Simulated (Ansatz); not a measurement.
Cost and result for the atomization energy of C4H7FS (`C/C=C(\F)SC`) (13 atoms, 12 bonds).

```xyz
13

C    -2.3692   -0.5460   -0.0694
C    -0.9683   -0.7010    0.4074
C    -0.0400    0.2470    0.3680
F    -0.3078    1.4401   -0.2024
S     1.5273    0.1403    1.1159
C     2.5879    0.5875   -0.2738
H    -2.5541    0.4552   -0.4567
H    -2.5915   -1.2676   -0.8613
H    -3.0774   -0.7388    0.7422
H    -0.6639   -1.6481    0.8366
H     3.6059    0.6142    0.1156
H     2.3273    1.5738   -0.6544
H     2.5238   -0.1565   -1.0677
```

Charge 0, multiplicity 1. The structure was optimised at the PBE0-D4/def2-TZVP level. It is one conformer, not always the lowest. Program: Ansatz. All runs use 2 threads of an AMD EPYC 7R13 on a shared host and a share of an NVIDIA H100 80 GB. Times are those of one run each, without the atoms' runs, and a repeat can differ threefold. Electronic energies, without spin–orbit coupling; frozen cores. CCSD(T)/CBS adds CCSD(T) − MP2 in def2-TZVPP to the MP2 limit, and its time is that of the two runs behind it. T1 = 0.012. B3LYP takes the VWN-RPA correlation (the form of Gaussian; ORCA's B3LYP/G).

CCSD(T)/CBS is a level of theory with its own doubt, some kJ/mol a heavy atom from the limit and from the frozen cores, so smaller differences don't rank the functionals.

```csv
level,functions,wall time,atomization (kJ/mol),difference from CCSD(T)/CBS,per bond
PBE0-D4/def2-TZVPP,295,1.9 s,5171.9,57.7,4.8
PBE-D4/def2-TZVPP (with forces),295,2.1 s,5276.8,162.6,13.6
r2SCAN-D4/def2-TZVPP (with forces),295,2.2 s,5151.4,37.2,3.1
B3LYP-D4/def2-TZVPP (with forces),295,2.2 s,5123.3,9.1,0.8
B2PLYP/def2-TZVPP,295,2.8 s,5068.8,-45.4,-3.8
ωB97X-V/def2-TZVPP,295,3.1 s,5132.4,18.2,1.5
MP2/def2-QZVPP,565,3.4 s,5155.9,41.7,3.5
ωB97M-V/def2-TZVPP (with forces),295,3.8 s,5142.9,28.7,2.4
CCSD(T)/def2-TZVPP,295,4 s,4987.0,-127.2,-10.6
CCSD(T)/CBS(def2),–,7.4 s,5114.2,0.0,0.0
```

In def2-TZVPP, CCSD(T) changes the Hartree–Fock value by +1256.4 kJ/mol (the triples alone add +84.5 kJ/mol) and MP2 by +1350.7 kJ/mol; breaking electron pairs costs correlation energy, which Hartree–Fock lacks. The D4 term adds +42.2 kJ/mol with B3LYP and +22.2 kJ/mol with PBE0; it sums over pairs of atoms, weighted by their polarisabilities, and B3LYP, whose exchange is more repulsive, gets the larger term. From PBE to PBE0 (25 % exact exchange), in def2-TZVPP and without D4, the atomization energy moves by −100.7 kJ/mol: exact exchange takes away binding that semilocal exchange gives to molecules.
